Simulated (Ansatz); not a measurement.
## B2H4O, SMILES BBO: a composite energy at a relaxed geometry

Program: Ansatz 0.2.0, Python API.

`composite_b2h4o.py`
```python
"""Relax B2H4O cheaply, then refine its energy."""

import itertools
import logging
import sys

import ansatz
from ase.data import atomic_numbers, covalent_radii
import numpy as np

logging.basicConfig(stream=sys.stdout, format="%(levelname)s:%(name)s:%(message)s")
log = logging.getLogger("calc")
log.setLevel(logging.INFO)

geometry = (
    ansatz.Crystal.molecule()
    .atom("B", (-0.8874, 0.161, -0.5943))
    .atom("B", (0.2967, 0.2188, 0.4965))
    .atom("O", (0.9439, -1.0196, 0.8448))
    .atom("H", (-1.1924, -0.7995, -1.113))
    .atom("H", (-1.4837, 1.2045, -0.9085))
    .atom("H", (0.6243, 1.2545, 1.0023))
    .atom("H", (1.7598, -1.0878, 0.2266))
)

calc = (
    geometry.calculation()
    .basis(gaussian="def2-SVP")
    .functional("pbe0")
)
symbols = [site.symbol for site in geometry.cartesian_sites]
start = np.array([site.position_ang for site in geometry.cartesian_sites], dtype=float)
rep = calc.relax(force_tolerance=0.01).run(threads=1).report
end = np.array(rep["positions_ang"])
# pairs closer than 1.2 times the sum of covalent radii, before or after
radius = [covalent_radii[atomic_numbers[s]] for s in symbols]
span = lambda where, i, j: np.linalg.norm(where[i] - where[j])
bonded = [(i, j) for i, j in itertools.combinations(range(len(symbols)), 2) if min(span(start, i, j), span(end, i, j)) < 1.2 * (radius[i] + radius[j])]
log.info("pair        before    after (A)")
for i, j in bonded:
    print(f"{symbols[i]}{i}-{symbols[j]}{j}".ljust(10), f"{span(start, i, j):8.4f} {span(end, i, j):8.4f}")

minimum = ansatz.Crystal.molecule()
for symbol, place in zip(symbols, end):
    minimum = minimum.atom(symbol, place.tolist())
at_minimum = minimum.calculation()
# MP2 extrapolated to the basis limit, plus the small-basis difference CCSD(T) - MP2
level = lambda method, basis: at_minimum.basis(gaussian=basis).correlation(method).run(threads=1).report
small, large, cluster = level("mp2", "cc-pVDZ"), level("mp2", "cc-pVTZ"), level("ccsd_t", "cc-pVDZ")
corr = lambda each: (each["free_energy_ev"] - each["reference_energy_ev"]) / 27.211386246
mp2_limit = (27 * corr(large) - 8 * corr(small)) / 19
pieces = {"HF / cc-pVTZ": large["reference_energy_ev"] / 27.211386246, "MP2 correlation, DZ-TZ limit": mp2_limit, "CCSD(T) - MP2 / cc-pVDZ": corr(cluster) - corr(small)}
for name, value in pieces.items():
    log.info(f"{name:32s} {value:14.6f} Ha")
log.info(f"{'sum':32s} {sum(pieces.values()):14.6f} Ha")
print("T1 diagnostic", round(cluster["correlation"]["coupled_cluster"]["t1_diagnostic"], 4))
```

```console
$ python composite_b2h4o.py
INFO:calc:pair        before    after (A)
B0-B1        1.6110   1.6830
B0-H3        1.1334   1.2125
B0-H4        1.2423   1.2125
B1-O2        1.4401   1.3547
B1-H5        1.1983   1.2260
O2-H6        1.0259   0.9627
INFO:calc:HF / cc-pVTZ                        -126.611979 Ha
INFO:calc:MP2 correlation, DZ-TZ limit          -0.478315 Ha
INFO:calc:CCSD(T) - MP2 / cc-pVDZ               -0.045584 Ha
INFO:calc:sum                                 -127.135878 Ha
T1 diagnostic 0.0146
```

What to keep in mind:
- Total energies depend on the basis set; only differences at equal settings carry meaning.
- The sum leaves out core correlation, relativity, the Hartree-Fock basis error and zero-point energy; a DZ-TZ extrapolation is rough.
- Inner cores stay frozen, so this is valence correlation.
- An extrapolation from small basis sets is rough.
- Wall time of the script: 26 s on 1 thread of Intel(R) Xeon(R) Platinum 8375C CPU @ 2.90GHz (Ice Lake), with other jobs on the host, peak memory 0.29 GiB.

(A comment or docstring line of the script was reworded after the run, the code is as it ran.)
